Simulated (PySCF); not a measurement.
# BO2: breathing scan

Computed with PySCF, UB3LYP, basis B def2-TZVP, O def2-TZVP (no relativity, density fitting).

Rigid scan from the doublet minimum (B–O 1.261 Å (×2); O–B–O 180.0°). Coordinate: all bonds to the central atom scaled together. Energies in kJ/mol from the minimum.

```
scale of all bonds to the centre  E (kJ/mol)  ⟨S²⟩
                            0.88       213.2  0.76
                            0.92        84.8  0.77
                            0.96        19.1  0.77
                            1.00         0.0  0.77
                            1.04        15.5  0.78
                            1.08        56.0  0.79
                            1.14       148.6  0.80
                            1.22       305.0  0.82
                            1.35       581.9  0.87
```
